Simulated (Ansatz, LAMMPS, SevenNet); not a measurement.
# Ladder of methods for the volume per atom of hcp Ti

Reference value: 17.50 Å³/atom (measured, copied from a table, unchecked, extrapolated to 0 K and zero-point effects removed; as tabulated in Lejaeghere et al. (2013), arXiv:1204.2733).

```tsv
level (code)	value (Å³/atom)
COMB comb3 (LAMMPS)	17.74
SevenNet-l3i5	17.37
LDA (Ansatz)	16.11
PBE (Ansatz)	17.39
r²SCAN+rVV10 (Ansatz)	[?]
```

### Question
What belongs in the gaps?

### Answer

- r²SCAN+rVV10 (Ansatz, a first-principles code), value (Å³/atom): 17.17

Errors against the reference: COMB comb3 +1.4 %, SevenNet-l3i5 -0.7 %, LDA -7.9 %, PBE -0.6 %, r²SCAN+rVV10 -1.9 %.

Once the reference is moved by up to 2.0 % (a margin picked here for doubts on the reference and the settings) and values within 0.3 % count as equal, the nearest can be PBE (-0.6 %), SevenNet-l3i5 (-0.7 %), COMB comb3 (+1.4 %) or r²SCAN+rVV10 (-1.9 %). Among them LDA (-7.9 %) misses by most. Within 4 %: COMB comb3, SevenNet-l3i5, PBE, r²SCAN+rVV10.

The crystal itself was run without spin with LDA, PBE, r²SCAN+rVV10; a magnetic state was not tried in these runs. Cutoffs differ between the levels. Ansatz's density-functional and Hartree–Fock values are scalar-relativistic unless marked +SOC, with PAW data made under PBE.

Empirical potentials (COMB comb3) are fitted to chosen data: where that held the value shown, agreement is built in, and what lay outside the fit can be far off. Machine-learned potentials (SevenNet-l3i5) are trained on DFT data: a solid inside that data is no test of them.

Differences are worked out from the printed values.
